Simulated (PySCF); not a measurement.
Two species compared at the same levels of theory.

First species: CHNO.
Numbering: `[NH:1]=[C:2]=[O:3]` (hydrogens: H4 on N1)

Second species: C₆H₆N₂.
SMILES: `c1c2c(cc[nH]2)[nH]c1`

Levels: CAM-B3LYP/def2-SVPD for dipole moment, HOMO energy, LUMO energy, HOMO–LUMO gap, static isotropic polarisability and electronic spatial extent ⟨r²⟩ about the centre of nuclear charge; TDDFT CAM-B3LYP/def2-SVPD for lowest singlet excitation; TDA CAM-B3LYP/def2-SVPD for lowest triplet excitation (Tamm–Dancoff); GFN2-xTB for rotational constant A and rotational constant C. Geometries: GFN2-xTB. All species are isolated and taken at one optimised geometry, non-relativistic unless stated. Electronic properties by PySCF.

Values for the first species:

| Item | Value |
| --- | --- |
| Dipole moment | 2.45 D |
| HOMO energy | -10.34 eV |
| LUMO energy | 0.95 eV |
| HOMO–LUMO gap | 11.29 eV |
| Lowest singlet excitation | 6.78 eV |
| Lowest triplet excitation (Tamm–Dancoff) | 6.40 eV |
| Static isotropic polarisability | 21.9 au |
| Electronic spatial extent ⟨r²⟩ about the centre of nuclear charge | 124 bohr² |
| Rotational constant A | 1255.953 GHz |
| Rotational constant C | 11.197 GHz |

Estimate the same properties for the second species, and the change in each.

| property | first | second | second less first |
| --- | --- | --- | --- |
| dipole moment | 2.45 D | 0.00 D | -2.45 D |
| HOMO energy | -10.34 eV | -6.41 eV | +3.93 eV |
| LUMO energy | 0.95 eV | 1.62 eV | +0.67 eV |
| HOMO–LUMO gap | 11.29 eV | 8.03 eV | -3.26 eV |
| lowest singlet excitation | 6.78 eV | 5.31 eV | -1.47 eV |
| lowest triplet excitation (Tamm–Dancoff) | 6.40 eV | 3.70 eV | -2.70 eV |
| static isotropic polarisability | 21.9 au | 80.7 au | +58.8 au |
| electronic spatial extent ⟨r²⟩ about the centre of nuclear charge | 124 bohr² | 760 bohr² | +636 bohr² |
| rotational constant A | 1255.953 GHz | 5.287 GHz | -1250.666 GHz |
| rotational constant C | 11.197 GHz | 1.565 GHz | -9.632 GHz |

On the first: S1 lies 4.51 eV below the HOMO–LUMO gap; its leading configuration is HOMO→LUMO+1, weight 0.55, beside HOMO→LUMO, weight 0.40. In wavenumbers S1 is 54700 cm⁻¹ (1 eV = 8065.54 cm⁻¹).

On the second: The polarisability is 11.96 Å³ as a volume (1 au = 0.148185 Å³), or 1.44 au for each of the 56 electrons. The principal polarisabilities are 49.0, 82.6 and 110.6 au; their mean is the isotropic value.
